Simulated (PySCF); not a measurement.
**Electric properties by functional and basis**

Compound: C2H5F.
SMILES with atom numbers: `[CH3:1][CH2:2][F:3]` (hydrogens: H4, H5, H6 on C1; H7, H8 on C2)

PySCF, dipoles from the SCF density, polarisabilities from static response with core orbitals frozen. Geometry: PBE0-D3(BJ)/def2-SVP; no solvent, vibrations or thermal averaging.

Problem. How do dipole and polarisability depend on functional and basis here?

Solution. 

```tsv
level	μ (D)	error (%)	α (Å³)	error (%)	anisotropy (Å³)
LDA/def2-SVPD	1.874	-4.4	4.50	+8.1	0.50
PBE/def2-SVPD	1.812	-7.6	4.44	+6.7	0.49
B3LYP/def2-SVPD	1.915	-2.3	4.30	+3.4	0.42
PBE0/def2-SVPD	1.902	-3.0	4.25	+2.1	0.42
BHandHLYP/def2-SVPD	2.010	+2.6	4.13	-0.8	0.36
CAM-B3LYP/def2-SVPD	1.967	+0.4	4.25	+2.1	0.40
wB97X-D/def2-SVPD	1.928	-1.6	4.24	+1.7	0.39
LC-wPBE/def2-SVPD	1.959	0.0	4.16	-0.1	0.38
HF/def2-SVPD	2.089	+6.6	3.97	-4.8	0.29
PBE0/6-31G*	1.672	-14.7	3.45	-17.2	0.17
PBE0/6-31+G*	1.986	+1.3	3.81	-8.6	0.27
PBE0/def2-SVP	1.773	-9.5	3.51	-15.7	0.26
PBE0/aug-cc-pVDZ	1.854	-5.4	4.33	+4.1	0.45
PBE0/def2-TZVP	1.808	-7.8	4.03	-3.2	0.33
PBE0/def2-TZVPD	1.844	-5.9	4.35	+4.4	0.45
PBE0/aug-cc-pVTZ	1.844	-5.9	4.37	+5.0	0.46
```

Reference dipole: 1.960 D (measured, gas; NIST CCCBDB Release 22 (SRD 101), experimental dipoles). Reference dipole: 1.940 D (measured, unstated (gas or solution; conformer average); Muller, Mokrushina, Arlt, J. Chem. Eng. Data 57 (2012) 1231, supporting information). Reference polarisability: 4.164 Å³ (measured, gas; NIST CCCBDB Release 22 (SRD 101), experimental polarizabilities). Errors are taken against the first value of each kind. The anisotropy is √(½[(α1 − α2)² + (α2 − α3)² + (α3 − α1)²]). For the dipole, the smallest error is 0.0% (LC-wPBE/def2-SVPD) and the largest 14.7% (PBE0/6-31G*). For the polarisability, the smallest error is 0.1% (LC-wPBE/def2-SVPD) and the largest 17.2% (PBE0/6-31G*). The dipole runs from 1.67 D (PBE0/6-31G*) to 2.09 D (HF/def2-SVPD). In one basis (def2-SVPD) the functionals order the polarisability from HF (lowest) to LDA (highest), a spread of 13%. With PBE0 the polarisability is 3.66 Å³ without diffuse functions (mean of 6-31G*, def2-SVP and def2-TZVP) and 4.22 Å³ with them (mean of 6-31+G*, def2-SVPD, aug-cc-pVDZ, def2-TZVPD and aug-cc-pVTZ). Measured values can belong to vibrating molecules and may average over conformers; the computed ones are for one fixed geometry.
